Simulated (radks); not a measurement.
# Valence configurations of Cl²⁺

NIST gives [Ne] 3s2 3p3 as the ground configuration of Cl²⁺. Does this level of theory agree? Several fillings of the valence shells are run.

The numbers are computed with radks (a radial shooting solver on a logarithmic mesh, Libxc functionals) version 1 (non-relativistic Kohn-Sham, PBEsol, spin-polarised, spherical densities, point nucleus; open shells are filled with parallel spins first), except any that are marked as measured or tabulated.

## Step 1: The atom as given

* element: chlorine (Z = 17)
* charge: +2
* electrons: 15
* configuration: [Ne] 3s2 3p3
* others tried: 3s1 3p4; 3p5; 3s1.5 3p3.5; 3s0.5 3p4.5

The outer shells:

Cl²⁺
```
[Ne] core
3s [↑↓]
3p [↑ ][↑ ][↑ ]
```

## Step 2: [Ne] 3s2 3p3

The run's settings:

```text
Z 17
configuration [Ne] 3s2 3p3
relativity non-relativistic
functional pbe_sol,pbe_sol
spin polarised
nucleus point
```

## Step 3: [Ne] 3s1 3p4

The run's settings:

```text
Z 17
configuration [Ne] 3s1 3p4
relativity non-relativistic
functional pbe_sol,pbe_sol
spin polarised
nucleus point
```

## Step 4: [Ne] 3p5

The run's settings:

```text
Z 17
configuration [Ne] 3p5
relativity non-relativistic
functional pbe_sol,pbe_sol
spin polarised
nucleus point
```

## Step 5: [Ne] 3s1.5 3p3.5

The run's settings:

```text
Z 17
configuration [Ne] 3s1.5 3p3.5
relativity non-relativistic
functional pbe_sol,pbe_sol
spin polarised
nucleus point
```

## Step 6: [Ne] 3s0.5 3p4.5

The run's settings:

```text
Z 17
configuration [Ne] 3s0.5 3p4.5
relativity non-relativistic
functional pbe_sol,pbe_sol
spin polarised
nucleus point
```

**Question.** What will these runs give? Wanted: for each run, valence; E − E(NIST configuration); moment; highest level; its energy; 1s shift.

As calculated:

```
    valence  E − E(NIST configuration) (eV)  moment (μB)  highest level  its energy (eV)  1s shift (eV)
    3s2 3p3                           0.000            3          3p up          -33.019          +0.00
3s1.5 3p3.5                           6.438            3        3p down          -29.405          -0.60
    3s1 3p4                          12.869            3        3p down          -29.661          -1.20
3s0.5 3p4.5                          21.071            2        3p down          -30.913          -1.87
        3p5                          28.589            1        3p down          -31.989          -2.42
```

**Reading.** Theory agrees with NIST among these: the next, 3s1.5 3p3.5, lies 6.438 eV higher. The energies are those of spherical high-spin densities, not of single terms. The 1s eigenvalue shifts by up to 2.42 eV as the valence charge is rearranged.
